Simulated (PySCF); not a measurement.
Process, species as SMILES: N#N (N2) + H+ → N#[NH+]
B3LYP-D3(BJ)/def2-TZVP geometries, fixed; electronic energies without zero-point terms; positive where energy is released.
Largest species:
```xyz
3

N      0.0000     0.0000    -0.4376
N      0.0000     0.0000     0.6484
H      0.0000     0.0000    -1.4756
```
Charge +1, spin multiplicity 1.

Effect of the auxiliary basis of density fitting at PBE/def2-SVP with PySCF, against the last row, where the proton affinity is 125.98 kcal/mol.

```json
[
 {"setting": "density fitting: autoaux", "fitting functions, largest species": "242", "largest shift of a total energy (mEh)": "-0.012", "shift of the proton affinity (kcal/mol)": "-0.001"},
 {"setting": "density fitting: def2-universal-jkfit", "fitting functions, largest species": "172", "largest shift of a total energy (mEh)": "-0.025", "shift of the proton affinity (kcal/mol)": "0.001"},
 {"setting": "density fitting: cc-pvtz-jkfit", "fitting functions, largest species": "188", "largest shift of a total energy (mEh)": "-0.065", "shift of the proton affinity (kcal/mol)": "-0.007"},
 {"setting": "density fitting: cc-pvqz-jkfit", "fitting functions, largest species": "263", "largest shift of a total energy (mEh)": "-0.035", "shift of the proton affinity (kcal/mol)": "-0.009"},
 {"setting": "density fitting: weigend", "fitting functions, largest species": "109", "largest shift of a total energy (mEh)": "-0.105", "shift of the proton affinity (kcal/mol)": "0.001"},
 {"setting": "density fitting: none", "fitting functions, largest species": "-", "largest shift of a total energy (mEh)": "0.000", "shift of the proton affinity (kcal/mol)": "0.000"}
]
```

Within 0.02 kcal/mol in the proton affinity: density fitting: autoaux; density fitting: def2-universal-jkfit; density fitting: cc-pvtz-jkfit; density fitting: cc-pvqz-jkfit; density fitting: weigend. The largest shift is 0.105 mEh in a total energy and 0.009 kcal/mol in the difference.
